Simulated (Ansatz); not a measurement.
We consider zinc-blende HgS (metastable phase), described by PBEsol-D3(BJ) (PAW; Ansatz, a quantum-chemistry and plane-wave program).

Run with plane-wave cutoff 520 eV, 10×10×10 k mesh, Fermi–Dirac smearing 0.01 eV, scalar-relativistic PAW data made under PBE.

Energies at three volumes about the minimum:

| V (Å³/atom) | E − E_lowest (meV/atom) |
|---|---|
| 24.132 | 2.09 |
| 24.625 | 0.00 |
| 25.117 | 1.96 |

Question: Fit a parabola by hand: where is the minimum, what lattice constant follows, and what is the bulk modulus?

Answer: Slopes: (0.00 − 2.09)/(24.625 − 24.132) = -4.239 and (1.96 − 0.00)/(25.117 − 24.625) = 3.984 meV/Å³. Curvature E″ = 2 × (3.984 − (-4.239))/(25.117 − 24.132) = 16.696 meV/Å⁶. From the middle of the first interval, the slope vanishes at V0 = 24.3785 − (-4.239)/16.696 = 24.632 Å³/atom. B = V0 E″ = 24.632 × 16.696 meV/Å³ × 0.1602 GPa per meV/Å³ = 65.9 GPa. With 8 atoms in the cube, a = (8 × 24.632)^(1/3) = 5.819 Å. The full Birch–Murnaghan fit to all volumes gives V0 = 24.623 Å³/atom and B0 = 65.9 GPa.

Measured, for comparison: lattice constant a 5.841 Å (295 K, not corrected to a static lattice; as tabulated in Cardona et al. (2009), arXiv:0908.2634).
